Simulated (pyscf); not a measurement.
Single points on ωB97X-D3(BJ)/def2-SVP structures (PySCF, gas phase). MP2 and CC: frozen core, UHF for open shells. ΔMP2 is the change of the MP2 total energy from the triple- to the quadruple-zeta basis.

H₂O + [Cl–B–Cl]• → HO–B(Cl)–Cl + H•
Surface: doublet. Broken: H–O. Formed: B–O. Give ΔE‡ and ΔE from CCSD(T)/def2-TZVPP + ΔMP2(QZVPP), relative to the separated reactants.

ΔE‡ = 6.0 kcal/mol, ΔE = -25.6 kcal/mol. Zero-point energy shifts the barrier by -1.1 kcal/mol. It is a substitution at O, with an imaginary mode of 2336i cm⁻¹. On the reactant side the descent ends in an adduct with a B–O contact, 10.7 kcal/mol under the separated species and 15.4 kcal/mol under the saddle at ωB97X-D3(BJ)/def2-TZVP. What is counted as formed (B–O) is already present as a longer contact in the reactant adduct; forming that adduct is a step of its own. This is the saddle that the search found; another between the same sides may lie lower. The angle at the attacked O is 121°. The CCSD(T) − MP2 part came from Ansatz, without density fitting, on the same reference.
